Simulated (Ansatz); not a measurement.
## Worked example: PH4⁺, triplet against PH4, doublet

Geometry (PBE0/def2-TZVP stationary point of a doublet), kept for both states (PH4, doublet: A1; PH4⁺, triplet: A1):

```xyz
5

P     0.0456    0.0000    0.0000
H     0.1616    0.0000   -1.5147
H    -0.8626    1.0782    0.0000
H    -0.8626   -1.0782    0.0000
H     0.1616    0.0000    1.5147
```

Basis 6-31G; Ansatz 0.2.0. Correlated methods freeze the noble-gas cores. Prefix R: restricted or restricted open-shell reference; prefix U: unrestricted.

Full CI is exact within this basis and frozen core; it isn't the basis-set limit. The frozen core follows each run's orbitals, which can shift R against U totals by a few meV.

```tsv
level	E(PH4, doublet) (hartree)	E(PH4⁺, triplet) (hartree)
UHF	-342.869037	-342.454333
UMP2	-342.937109	-342.512352
UCCSD(T)	-342.963293	-342.543122
PBE	-343.415510	-342.978090
PBE0	-343.444330	-343.002511
full CI	-342.963740	-342.543762
```

Task: Give the vertical gap, PH4⁺ triplet less PH4 doublet, at each level in eV (1 hartree = 27.2114 eV), and each error against full CI.

Result: full CI: (-342.543762 − (-342.963740)) × 27.2114 = 11.428 eV (the reference)
PBE0: (-343.002511 − (-343.444330)) × 27.2114 = 12.023 eV, error 0.595 eV
PBE: (-342.978090 − (-343.415510)) × 27.2114 = 11.903 eV, error 0.475 eV
UCCSD(T): (-342.543122 − (-342.963293)) × 27.2114 = 11.433 eV, error 0.005 eV
UMP2: (-342.512352 − (-342.937109)) × 27.2114 = 11.558 eV, error 0.130 eV
UHF: (-342.454333 − (-342.869037)) × 27.2114 = 11.285 eV, error -0.143 eV

Total energies of functionals can't be set beside those of wave-function methods, since they hold the core's correlation and their own absolute errors; only the differences compare.

The set has no polarisation functions, so the order and spacing of states can differ from the basis-set limit.

In so small a basis the reference is far from its limit while semilocal and hybrid functionals are nearer theirs, so the functionals' errors here hold much of the reference's basis and frozen-core error, which can add to them or hide them.

Each level lands on the state that its own search finds. T1 diagnostics of restricted CCSD: 0.021 and 0.023.
